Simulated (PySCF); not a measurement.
# PySCF run on NaB⁺

Input:

```python
from pyscf import gto, scf, ci

mol = gto.M(
    atom='Na 0 0 0; B 0 0 2.49',
    basis='lanl2dz',
    ecp={'Na': 'lanl2dz'},
    charge=1,
    spin=1,
    symmetry=True,
    verbose=4,
)
mf = scf.UHF(mol)
mf = mf.density_fit(auxbasis='def2-universal-jkfit')
mf.kernel()
ci.CISD(mf).kernel()
mf.dip_moment()
print('orbital energies (hartree):', [e[max(0, n-3):n+3].round(4) for e, n in zip(mf.mo_energy, mol.nelec)])
```

```bash
$ python input.py
```

The log (some set-up lines and the per-cycle HOMO/LUMO lines with their warnings removed):

```
PySCF version 2.14.0

[INPUT] Symbol           X                Y                Z      unit          X                Y                Z       unit  Magmom
[INPUT]  1 Na     0.000000000000   0.000000000000   0.000000000000 AA    0.000000000000   0.000000000000   0.000000000000 Bohr   0.0
[INPUT]  2 B      0.000000000000   0.000000000000   2.490000000000 AA    0.000000000000   0.000000000000   4.705418050167 Bohr   0.0

nuclear repulsion = 1.06260484120482
point group symmetry = Coov
symmetry origin: [0.         0.         1.47044314]
symmetry axis x: [1. 0. 0.]
symmetry axis y: [0. 1. 0.]
symmetry axis z: [0. 0. 1.]
num. orbitals of irrep A1 = 9
num. orbitals of irrep E1x = 4
num. orbitals of irrep E1y = 4
number of shells = 9
number of NR pGTOs = 37
number of NR cGTOs = 17
basis = lanl2dz
ecp = {'Na': 'lanl2dz'}

******** <class 'pyscf.df.df_jk.DFSymAdaptedUHF'> ********
method = DFSymAdaptedUHF
initial guess = minao
damping factor = 0
level_shift factor = 0
DIIS = <class 'pyscf.scf.diis.CDIIS'>
SCF conv_tol = 1e-09
SCF max_cycles = 50
number electrons alpha = 3  beta = 2
Freeze 0 electrons in irreps []
    5 free electrons in irreps A1 E1x E1y
******** <class 'pyscf.df.df.DF'> ********
auxbasis = def2-universal-jkfit
init E= -24.4959221674212

cycle= 1 E= -24.3967481729412  delta_E= 0.0992  |g|= 0.169  |ddm|= 0.807
cycle= 2 E= -24.5111692379175  delta_E= -0.114  |g|= 0.0732  |ddm|= 0.611
cycle= 3 E= -24.528167619182  delta_E= -0.017  |g|= 0.0445  |ddm|= 0.189
cycle= 4 E= -24.5361983764932  delta_E= -0.00803  |g|= 0.01  |ddm|= 0.214
cycle= 5 E= -24.5365175483439  delta_E= -0.000319  |g|= 0.00319  |ddm|= 0.0421
cycle= 6 E= -24.5365447075621  delta_E= -2.72e-05  |g|= 0.000663  |ddm|= 0.0134
cycle= 7 E= -24.5365459177799  delta_E= -1.21e-06  |g|= 0.000192  |ddm|= 0.00258
cycle= 8 E= -24.5365460180123  delta_E= -1e-07  |g|= 7.41e-05  |ddm|= 0.000663
cycle= 9 E= -24.5365460367888  delta_E= -1.88e-08  |g|= 2.61e-05  |ddm|= 0.000369
cycle= 10 E= -24.5365460386625  delta_E= -1.87e-09  |g|= 2.39e-06  |ddm|= 0.000107
cycle= 11 E= -24.5365460386757  delta_E= -1.33e-11  |g|= 6.16e-07  |ddm|= 9.84e-06
Extra cycle  E= -24.5365460386766  delta_E= -8.78e-13  |g|= 2.9e-07  |ddm|= 1.47e-06
converged SCF energy = -24.5365460386766  <S^2> = 0.75114399  2S+1 = 2.0011437

WARN: DF-UCISD for DFHF method <pyscf.df.df_jk.DFSymAdaptedUHF object> is not available. Normal UCISD method is called.

******** <class 'pyscf.ci.ucisd.UCISD'> ********
CISD nocc = (np.int64(3), np.int64(2)), nmo = (17, 17)
max_cycle = 50
direct = 0
conv_tol = 1e-09
max_cycle = 50
max_space = 12
lindep = 0
nroots = 1
Init t2, MP2 energy = -0.0223769659527082
UCISD converged
E(UCISD) = -24.57689284324471  E_corr = -0.04034680456810282

WARN: System has nonzero charge 1; the dipole moment is origin-dependent.
Location of origin: [0. 0. 0.]

Dipole moment(X, Y, Z, Debye):  0.00000,  0.00000,  1.72311
orbital energies (hartree): [array([-7.8994, -0.7502, -0.5295, -0.1553, -0.1553, -0.1451]), array([-7.8816, -0.6585, -0.1548, -0.1396, -0.1396])]
```

In short: E(SCF) = -24.536546 Eh, 11 cycles, E(CISD) − E(SCF) = -0.04035 Eh, ⟨S²⟩ = 0.751.

Wall time 1.2 s on one thread of a shared host.

The bond length is a typed value, not an optimised one. The dipole of an ion depends on the origin. No search for the lowest solution was made.
